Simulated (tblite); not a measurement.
Species: P5 (charge -1).
SMILES: `p1pp[p-]p1`

Computed with GFN2-xTB (tblite): harmonic, unscaled wavenumbers at the GFN2-xTB geometry, gas phase. Against measured fundamentals such values can be off by several per cent, at times by over 20.

Harmonic wavenumbers (cm⁻¹): 160.2, 160.4, 271.8, 271.8, 505.4, 544.5, 544.5, 555.7, 556.3.

A = 2060, B = 2058, C = 1030 MHz; mass 154.869 u (most abundant isotopes); point group D5h, symmetry number 10.

Question: Zero-point energy?

Answer: ½Σν̃ = 1785 cm⁻¹ = 5.10 kcal/mol.

Question: Give the ideal-gas entropy at 298.15 K and 1 bar in the rigid-rotor, harmonic-oscillator model (classical rotation).

Answer: Translation 41.05, rotation 24.11, vibration 11.08: S = 76.2 cal/(mol K).

Question: And Cp and H(298.15 K) − H(0)?

Answer: Cp = 20.98 cal/(mol K), of which vibrations give 13.03 (their classical limit is 9 R = 17.9); H(298.15 K) − H(0) = 4.34 kcal/mol without the zero-point energy, 1.97 from vibrations.

Question: How do the functions run with temperature in this model?

Answer: 
| T (K) | S (cal/(mol K)) | Cp (cal/(mol K)) | H − H(0) (kcal/mol) | G − H(0) (kcal/mol) | ln q(vib) |
| --- | --- | --- | --- | --- | --- |
| 50 | 51.2 | 8.9 | 0.41 | -2.15 | 0.02 |
| 100 | 58.3 | 12.1 | 0.93 | -4.90 | 0.25 |
| 373.15 | 81.1 | 22.4 | 5.97 | -24.30 | 3.08 |
| 500 | 87.9 | 23.8 | 8.91 | -35.03 | 4.40 |
| 750 | 97.8 | 24.9 | 15.02 | -58.32 | 6.65 |
| 1000 | 105.0 | 25.3 | 21.30 | -83.70 | 8.49 |

q(vib) and H(0) count from the zero-point level.

Question: What must be added to the electronic energy to get the Gibbs energy at 298.15 K and 1 bar?

Answer: ZPE + [H(298.15 K) − H(0)] − T·S = 5.10 + 4.34 − 22.73 = -13.29 kcal/mol.

Hindered rotation and anharmonicity are outside this model.
